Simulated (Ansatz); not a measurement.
```xyz
4

N     0.5500    0.0000    3.8000
N    -0.5500    0.0000    3.8000
F     0.7100    0.0000    0.0000
F    -0.7100    0.0000    0.0000
```

RHF on singlet N₂F₂ in separate pieces was run in several spherical basis sets with Ansatz (development build ahead of 0.2.0).

**Question.** Rank the basis sets by the total energy that they give, lowest first, with the distance from the lowest.
A. cc-pVDZ
B. 6-31G
C. def2-SVP

**Answer.** A (0.00 eV), B (3.40 eV), C (7.65 eV).

Totals follow the description of the cores as much as that of the bonds, so this order isn't one of quality for chemistry.
